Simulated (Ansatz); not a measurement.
Species: H$_{3}$N, SMILES `N` (charge 0, multiplicity 1).

Problem. Give a relaxed geometry from PBE0-D3(BJ)/def2-SVP (Ansatz, an electronic-structure program).

Solution. the end point of this relaxation (outside a Z-matrix the atoms follow the SMILES, hydrogens last).
Cartesian coordinates (Å) in one orientation:
```xyz
4

N      0.000    -0.001     0.304
H     -0.566    -0.745    -0.103
H     -0.363     0.863    -0.098
H      0.928    -0.116    -0.103
```
